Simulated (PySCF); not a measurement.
PySCF input (PBE0/def2-QZVP):

```python
import numpy as np, basis_set_exchange as bse
from pyscf import gto, scf, dft, df

basis = {'C': gto.basis.parse(bse.get_basis('def2-QZVP', elements=['C'], fmt='nwchem')), 'H': gto.basis.parse(bse.get_basis('def2-QZVP', elements=['H'], fmt='nwchem'))}
mol = gto.M(
    atom='''
    C    -0.00000000    0.00000000   -0.00000000
    H     0.62054657    0.62688914    0.63896175
    H    -0.64285838   -0.62489528    0.61852983
    H     0.63693263   -0.63278043   -0.61664082
    H    -0.61462083    0.63078657   -0.64085076
    ''',
    basis=basis,
    charge=0,
    verbose=4,
    max_memory=8640,
)
mf = dft.RKS(mol, xc='pbe0')
mf.grids.level = 3
mf = mf.density_fit(auxbasis=df.autoaux(mol))
mf.conv_tol = 1e-9
mf.max_cycle = 100
print('smallest overlap eigenvalue', np.linalg.eigvalsh(mol.intor('int1e_ovlp'))[0])
mf.kernel()
dip = mf.dip_moment()
```

Output:

```
PySCF version 2.14.0

[INPUT] verbose = 4
[INPUT] num. atoms = 5
[INPUT] num. electrons = 10
[INPUT] charge = 0
[INPUT] spin (= nelec alpha-beta = 2S) = 0
[INPUT] symmetry False subgroup None
[INPUT] Mole.unit = angstrom
[INPUT] Symbol           X                Y                Z      unit          X                Y                Z       unit  Magmom
[INPUT]  1 C      0.000000000000   0.000000000000   0.000000000000 AA    0.000000000000   0.000000000000   0.000000000000 Bohr   0.0
[INPUT]  2 H      0.620546570000   0.626889140000   0.638961750000 AA    1.172663064838   1.184648785064   1.207462711573 Bohr   0.0
[INPUT]  3 H     -0.642858380000  -0.624895280000   0.618529830000 AA   -1.214826275082  -1.180880935733   1.168851978574 Bohr   0.0
[INPUT]  4 H      0.636932630000  -0.632780430000  -0.616640820000 AA    1.203628230499  -1.195781709685  -1.165282267027 Bohr   0.0
[INPUT]  5 H     -0.614620830000   0.630786570000  -0.640850760000 AA   -1.161465039153   1.192013860354  -1.211032423119 Bohr   0.0

nuclear repulsion = 13.4453507450257
number of shells = 57
number of NR pGTOs = 209
number of NR cGTOs = 177
basis = {'C': [[0, [67025.071029, 3.8736308501e-05], [10039.986538, 0.00030107917575], [2284.9316911, 0.0015787918095], [647.1412213, 0.0066087087195], [211.09472335, 0.02336712325], [76.177643862, 0.070420716898], [29.633839163, 0.17360344953], [12.187785081, 0.32292305648]], [0, [53.026006299, 0.074897404492], [15.258502776, 0.76136220983]], [0, [5.2403957464, 1.0]], [0, [2.2905022379, 1.0]], [0, [0.69673283006, 1.0]], [0, [0.27599337363, 1.0]], [0, [0.10739884389, 1.0]], [1, [105.12555082, 0.00084647553844], [24.884461066, 0.0066274038534], [7.8637230826, 0.030120390419], [2.8407001835, 0.099951435476], [1.1227137335, 0.23826299282]], [1, [0.46050725555, 1.0]], [1, [0.18937530913, 1.0]], [1, [0.075983791611, 1.0]], [2, [1.848, 1.0]], [2, [0.649, 1.0]], [2, [0.228, 1.0]], [3, [1.419, 1.0]], [3, [0.485, 1.0]], [4, [1.011, 1.0]]], 'H': [[0, [190.69169, 0.00070815167], [28.605532, 0.0054678827], [6.5095943, 0.027966605], [1.8412455, 0.10764538]], [0, [0.59853725, 1.0]], [0, [0.21397624, 1.0]], [0, [0.080316286, 1.0]], [1, [2.292, 1.0]], [1, [0.838, 1.0]], [1, [0.292, 1.0]], [2, [2.062, 1.0]], [2, [0.662, 1.0]], [3, [1.397, 1.0]]]}
ecp = {}
ETB for H: l = 0, exps = 0.160632572 * 1.8^n , n = 0..11
ETB for H: l = 1, exps = 0.372316286 * 2^n , n = 0..4
ETB for H: l = 2, exps = 0.584 * 2.2^n , n = 0..3
ETB for H: l = 3, exps = 0.954 * 2.2^n , n = 0..2
ETB for H: l = 4, exps = 1.324 * 2.2^n , n = 0..2
ETB for C: l = 0, exps = 0.151967583222 * 1.8^n , n = 0..15
ETB for C: l = 1, exps = 0.151967583222 * 1.8^n , n = 0..12
ETB for C: l = 2, exps = 0.151967583222 * 1.8^n , n = 0..11
ETB for C: l = 3, exps = 0.303983791611 * 2.2^n , n = 0..6
ETB for C: l = 4, exps = 0.456 * 2.2^n , n = 0..5
ETB for C: l = 5, exps = 0.713 * 2.3^n , n = 0..2
smallest overlap eigenvalue 0.0001384832438611954

******** <class 'pyscf.df.df_jk.DFRKS'> ********
method = DFRKS
initial guess = minao
damping factor = 0
level_shift factor = 0
DIIS = <class 'pyscf.scf.diis.CDIIS'>
diis_start_cycle = 1
diis_space = 8
diis_damp = 0
SCF conv_tol = 1e-09
SCF conv_tol_grad = None
SCF max_cycles = 100
direct_scf = False
XC library pyscf.dft.libxc version 7.1.2
    S. Lehtola, C. Steigemann, M. J. T. Oliveira, and M. A. L. Marques,  SoftwareX 7, 1–5 (2018)
XC functionals = pbe0
    C. Adamo and V. Barone,  J. Chem. Phys. 110, 6158 (1999)
    M. Ernzerhof and G. E. Scuseria,  J. Chem. Phys. 110, 5029 (1999)
radial grids:
    Treutler-Ahlrichs [JCP 102, 346 (1995); DOI:10.1063/1.469408] (M4) radial grids

becke partition: Becke, JCP 88, 2547 (1988); DOI:10.1063/1.454033
pruning grids: <function nwchem_prune>
grids dens level: 3
symmetrized grids: False
atomic radii adjust function: <function treutler_atomic_radii_adjust>
small_rho_cutoff = 0
Set gradient conv threshold to 3.16228e-05
Initial guess from minao.
tot grids = 53352
******** <class 'pyscf.df.df.DF'> ********
auxbasis = {'H': [[0, [np.float64(103.23600009377762), 1]], [0, [np.float64(57.353333385432016), 1]], [0, [np.float64(31.862962991906674), 1]], [0, [np.float64(17.70164610661482), 1]], [0, [np.float64(9.834247837008233), 1]], [0, [np.float64(5.463471020560129), 1]], [0, [np.float64(3.0352616780889603), 1]], [0, [np.float64(1.6862564878272), 1]], [0, [np.float64(0.9368091599040002), 1]], [0, [np.float64(0.52044953328), 1]], [0, [np.float64(0.28913862960000003), 1]], [0, [np.float64(0.160632572), 1]], [1, [np.float64(5.957060576), 1]], [1, [np.float64(2.978530288), 1]], [1, [np.float64(1.489265144), 1]], [1, [np.float64(0.744632572), 1]], [1, [np.float64(0.372316286), 1]], [2, [np.float64(6.218432000000002), 1]], [2, [np.float64(2.82656), 1]], [2, [np.float64(1.2848), 1]], [2, [np.float64(0.584), 1]], [3, [np.float64(4.617360000000001), 1]], [3, [np.float64(2.0988), 1]], [3, [np.float64(0.954), 1]], [4, [np.float64(6.408160000000001), 1]], [4, [np.float64(2.9128000000000003), 1]], [4, [np.float64(1.324), 1]]], 'C': [[0, [np.float64(1025.2706693534637), 1]], [0, [np.float64(569.59481630748), 1]], [0, [np.float64(316.4415646152666), 1]], [0, [np.float64(175.80086923070368), 1]], [0, [np.float64(97.66714957261314), 1]], [0, [np.float64(54.259527540340635), 1]], [0, [np.float64(30.144181966855907), 1]], [0, [np.float64(16.746767759364392), 1]], [0, [np.float64(9.303759866313552), 1]], [0, [np.float64(5.168755481285306), 1]], [0, [np.float64(2.8715308229362813), 1]], [0, [np.float64(1.5952949016312672), 1]], [0, [np.float64(0.8862749453507041), 1]], [0, [np.float64(0.49237496963928), 1]], [0, [np.float64(0.2735416497996), 1]], [0, [np.float64(0.151967583222), 1]], [1, [np.float64(175.80086923070368), 1]], [1, [np.float64(97.66714957261314), 1]], [1, [np.float64(54.259527540340635), 1]], [1, [np.float64(30.144181966855907), 1]], [1, [np.float64(16.746767759364392), 1]], [1, [np.float64(9.303759866313552), 1]], [1, [np.float64(5.168755481285306), 1]], [1, [np.float64(2.8715308229362813), 1]], [1, [np.float64(1.5952949016312672), 1]], [1, [np.float64(0.8862749453507041), 1]], [1, [np.float64(0.49237496963928), 1]], [1, [np.float64(0.2735416497996), 1]], [1, [np.float64(0.151967583222), 1]], [2, [np.float64(97.66714957261314), 1]], [2, [np.float64(54.259527540340635), 1]], [2, [np.float64(30.144181966855907), 1]], [2, [np.float64(16.746767759364392), 1]], [2, [np.float64(9.303759866313552), 1]], [2, [np.float64(5.168755481285306), 1]], [2, [np.float64(2.8715308229362813), 1]], [2, [np.float64(1.5952949016312672), 1]], [2, [np.float64(0.8862749453507041), 1]], [2, [np.float64(0.49237496963928), 1]], [2, [np.float64(0.2735416497996), 1]], [2, [np.float64(0.151967583222), 1]], [3, [np.float64(34.465653110411196), 1]], [3, [np.float64(15.666205959277816), 1]], [3, [np.float64(7.121002708762643), 1]], [3, [np.float64(3.2368194130739285), 1]], [3, [np.float64(1.4712815513972402), 1]], [3, [np.float64(0.6687643415442), 1]], [3, [np.float64(0.303983791611), 1]], [4, [np.float64(23.50056192000001), 1]], [4, [np.float64(10.682073600000003), 1]], [4, [np.float64(4.855488000000002), 1]], [4, [np.float64(2.2070400000000006), 1]], [4, [np.float64(1.0032), 1]], [4, [np.float64(0.456), 1]], [5, [np.float64(3.771769999999999), 1]], [5, [np.float64(1.6398999999999997), 1]], [5, [np.float64(0.713), 1]]]}
init E= -40.2698585737435
  HOMO = -0.454319791668157  LUMO = 0.00842737312472863  gap/eV = 12.59199
cycle= 1 E= -40.4581503168319  delta_E= -0.188  |g|= 0.279  |ddm|= 0.962
  HOMO = -0.350694981914882  LUMO = 0.0490655710223624  gap/eV = 10.87804
cycle= 2 E= -40.4549478689509  delta_E= 0.0032  |g|= 0.302  |ddm|= 0.275
  HOMO = -0.403757720371084  LUMO = 0.036934159988947  gap/eV = 11.99184
cycle= 3 E= -40.4781179312249  delta_E= -0.0232  |g|= 0.00266  |ddm|= 0.131
  HOMO = -0.403725831585196  LUMO = 0.0369715639466062  gap/eV = 11.99199
cycle= 4 E= -40.4781188401955  delta_E= -9.09e-07  |g|= 0.000198  |ddm|= 0.0022
  HOMO = -0.403762351899296  LUMO = 0.0369638539207546  gap/eV = 11.99277
cycle= 5 E= -40.4781188497406  delta_E= -9.55e-09  |g|= 8.02e-06  |ddm|= 0.000196
  HOMO = -0.403760245790854  LUMO = 0.0369653220994763  gap/eV = 11.99275
cycle= 6 E= -40.4781188497612  delta_E= -2.06e-11  |g|= 3.84e-07  |ddm|= 1.65e-05
  HOMO = -0.403760217995442  LUMO = 0.0369653396689955  gap/eV = 11.99275
Extra cycle  E= -40.4781188497615  delta_E= -3.41e-13  |g|= 7.66e-08  |ddm|= 1.42e-06
converged SCF energy = -40.4781188497615
Dipole moment(X, Y, Z, Debye):  0.00000,  0.00000, -0.00000
```
